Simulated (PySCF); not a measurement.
## Telling isomers of C₄H₆ apart by NMR

No relativistic terms, single conformer, gas phase, equivalent nuclei averaged. NMR shieldings at PBE0/pcSseg-1/GIAO; J: B3LYP/pcJ-1 (spin–dipole term left out of most H,H and C,H couplings); GFN2-xTB structure; PySCF.

Shifts are taken against calculated references (same method and geometry level): $^{1}$H and $^{13}$C vs TMS. Multiplet labels drop J under 1 Hz and among equivalent protons, and merge close values. Unscaled 3J(H,H) run several per cent high. Shifts are as computed. Against solution values, carbons near 30 ppm lie about +3 ppm off and those near 130 ppm about +5 ppm. Of 1211 compounds with measured shifts, 218 miss one by over three times the rms of a fit or turn the order of signals round; such compounds aren't used in these exercises.

(1) Tabulate the signals of `CC#CC`, `C#CCC` and their relative energies.

(2) What is the quickest way to tell CC#CC from C#CCC?

Results:

(1) 
```tsv
SMILES	carbon types	δC	δH	E rel. (kcal/mol)
CC#CC	2×C 2×CH3	81.0, 4.8	1.92 (s, 6H)	0.0
C#CCC	1×C 1×CH 1×CH2 1×CH3	90.4, 74.3, 16.8, 15.2	2.30 (qd, 2H), 1.35 (t, 1H), 1.22 (t, 3H)	6.7
```

Energies are electronic energies at PBE0/pcSseg-1 on these geometries, without zero-point or thermal terms, each for the one conformer computed, which needn't be the lowest.

(2) Count the carbon signals: 2 against 4. The first has a propargylic methyl carbon (CH3) at 4.8 ppm, the second a terminal alkyne carbon (CH) at 74.3 ppm. Their most deshielded carbons lie at 81.0 and 90.4 ppm.
